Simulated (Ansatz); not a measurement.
This Ansatz (an electronic-structure program) input (CCSD(T)/3-21G) gives -532.70192 Eh with 26 basis functions. A basis named .json is the Basis Set Exchange file of that set (core-valence sets with the plain set on hydrogen).

Ansatz 0.2 input:
```yaml
crystal:
  periodic: [false, false, false]
  atoms:
    - {symbol: O, position_ang: [-0.02110053, 1.07219571, -0.07455918]}
    - {symbol: H, position_ang: [-0.94565317, 1.39081582, 0.04769402]}
    - {symbol: Cl, position_ang: [0.03136922, -0.67222547, -0.00316626]}
    - {symbol: H, position_ang: [0.58118065, 1.45945141, 0.60260595]}
basis:
  gaussian:
    orbitals: 3-21G.json
total_charge: 1
magnetization: {spin_polarized: false}
correlation: {method: ccsd_t, electrons: outside_noble_gas}
```

Change:
```diff
- orbitals: 3-21G.json
+ orbitals: def2-TZVPD
```

### Question
What does the run give now?

### Answer
-535.64399 Eh (CCSD(T)/def2-TZVPD, 104 functions), a change of -2942.07 mEh.
